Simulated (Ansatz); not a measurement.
This Ansatz (a quantum-chemistry and plane-wave program) input (CCSD(T)/pcseg-3) gives -77.20606 Eh with 186 basis functions. A basis named .json is the Basis Set Exchange file of that set (core-valence sets with the plain set on hydrogen).

Ansatz 0.2 input:
```yaml
crystal:
  periodic: [false, false, false]
  atoms:
    - {symbol: C, position_ang: [-0.00000000, -0.00000000, -0.59839493]}
    - {symbol: C, position_ang: [0.00000000, 0.00000000, 0.59839493]}
    - {symbol: H, position_ang: [0.00000000, 0.00000000, 1.66106699]}
    - {symbol: H, position_ang: [-0.00000000, -0.00000000, -1.66106699]}
basis:
  gaussian:
    orbitals: pcseg-3.json
magnetization: {spin_polarized: false}
correlation: {method: ccsd_t, electrons: outside_noble_gas}
```

Change:
```diff
- orbitals: pcseg-3.json
+ orbitals: 3-21G.json
```

Q: What does the run give now?

A: -76.59878 Eh (CCSD(T)/3-21G, 22 functions), a change of +607.28 mEh.
